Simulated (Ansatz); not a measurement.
The same path of CH₅FSi (8 atoms, charge 0, multiplicity 1) was run twice with different band settings. Lost on the way: Si1–H2, Si1–C3. Made: H2–C3.

Computed with Ansatz, RKS PBE0/cc-pVDZ.

Relaxed end points:

```xyz
8
Properties=species:S:1:pos:R:3
Si 0.185 -0.057 0.347
H -0.248 -0.305 1.757
C 2.044 0.033 0.202
H 2.495 -0.914 0.541
H 2.350 0.207 -0.840
H 2.446 0.847 0.825
F -0.462 1.394 -0.110
H -0.391 -1.099 -0.560
```

```xyz
8
Properties=species:S:1:pos:R:3
Si -0.933 0.080 0.306
H 1.238 -0.155 1.331
C 2.095 -0.022 0.640
H 2.475 -1.009 0.348
H 1.791 0.542 -0.253
H 2.864 0.541 1.186
F -0.622 1.256 -0.833
H -0.489 -1.127 -0.563
```

Common settings: movable images 5; climbing image yes; spring 5.0 eV/Å²; optimiser quadratic models (default); force threshold 0.05 eV/Å; iteration limit 60; end points relaxed.

| run | start path |
| --- | --- |
| 1 | through a guess of the saddle point |
| 2 | straight line |

Task: What does each run give, and how far can it be trusted?

Result: Run 1: converged after 10 iterations, highest image 3.246 eV above the first end. Neighbouring images differ by up to 1.5 eV, so the band resolves the path poorly. A vibrational analysis at the climbing image gives one clearly imaginary mode, 1271i cm⁻¹: a first-order saddle point.
Run 2: converged after 11 iterations, highest image 3.246 eV above the first end. Neighbouring images differ by up to 1.5 eV, so the band resolves the path poorly. Another band between the same ends (5 images) ends at a top of the same energy, where a vibrational analysis finds 1 clearly imaginary mode.
The orbitals stay closed-shell, which can raise the energy where a bond breaks towards radicals; this wasn't checked here.
